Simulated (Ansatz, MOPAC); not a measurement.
System: ClF (charge 0, singlet). SMILES: FCl
Geometry: optimised at B3LYP-D3(BJ)/def2-TZVP (Ansatz, a program for electronic structure).

Wanted: vertical ionisation energy to the doublet, in eV. Set-up: 6-31G* and kin with 6d, 5d where marked; spin-orbit terms left out; each state is the SCF solution reached for its charge and spin; non-relativistic; UHF or UKS for open shells. Ab initio and DFT rows: single points at B3LYP-D3(BJ) geometries (Ansatz). Semi-empirical rows: differences of heats of formation at the shared geometry for vertical values.

```
species            coefficient  E at B3LYP/6-31G* (Ansatz), Eh  E at PBE/def2-TZVPD (Ansatz), Eh  heat of formation at PM6 (MOPAC), kcal/mol
-----------------  -----------  ------------------------------  --------------------------------  ------------------------------------------
charge 1, doublet           +1                      -559.48116                        -559.28666                                      246.81
charge 0, singlet           -1                      -559.94242                        -559.74435                                      -16.74
```

Measured values: CCCBDB table in ASE; they hold spin-orbit and core effects.  Value to compare with, the measured value: 12.77 eV. 1 Eh = 27.2114 eV and 1 eV = 23.0605 kcal/mol.

Task: Compute it at each level from the table, and compare with the measured value.

Result: 
- B3LYP/6-31G*: the sum of coefficient times E is 0.46126 Eh, or 12.552 eV. Result: 12.55 eV. Its error against the measured value is -0.22 eV.
- PBE/def2-TZVPD: the sum of coefficient times E is 0.45769 Eh, or 12.454 eV. Result: 12.45 eV. Its error against the measured value is -0.32 eV.
- PM6: the sum of coefficient times heat of formation is 263.55 kcal/mol, or 11.43 eV. Its error against the measured value is -1.34 eV.
